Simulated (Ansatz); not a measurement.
Basis-set extrapolation for Al2H4O (`[OH][AlH][AlH2]`) (PBE0-D4/def2-TZVP geometry, frozen core, Ansatz). Multiplicity 1, RHF reference.

```tsv
	def2-TZVPP	def2-QZVPP
HF	-561.108072	-561.126260
MP2 correlation	-0.400133	-0.432030
CCSD(T) correlation	-0.447177	not run
```

Energies in hartree. Use E(X) = E(∞) + A·exp(−7.88·√X) for Hartree–Fock and E(X) = E(∞) + B·X^(−2.97) for correlation, with X = 3 and 4, and add CCSD(T) minus MP2 of the smaller set to the MP2 limit.

Question: What is the CCSD(T) energy at the basis-set limit?

Answer: HF limit: -561.126260 + (-0.018188) × 0.13774 = -561.12877. MP2 limit: -0.432030 + (-0.031897) × 0.74074 = -0.45566. Higher-order term: -0.447177 − (-0.400133) = -0.04704. Total: -561.63147 hartree, 47.8 kcal/mol below CCSD(T)/def2-TZVPP.
